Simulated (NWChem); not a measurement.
# nitrogen (N2); SMILES N#N

```xyz
2

N      0.0000     0.0000     0.5447
N      0.0000     0.0000    -0.5447
```
Atoms are numbered in this order, from 1.

Computed with NWChem. Pople sets run with spherical d functions. All runs use the structure optimised with PBE0-D3(BJ)/def2-TZVP. Solvent water, SMD (1 M gas to 1 M solution), gas-phase geometry.

```tsv
level	basis functions	solvation free energy (kcal/mol)	cavity-dispersion-structure term (kcal/mol)
B3LYP/STO-3G	10	-0.8	0.0
B3LYP/3-21G	18	-0.7	0.0
B3LYP/6-31G*	28	-0.4	0.0
B3LYP/6-31+G*	36	-0.4	0.0
B3LYP/6-311G**	36	-0.5	0.0
B3LYP/6-311++G**	44	-0.4	0.0
```
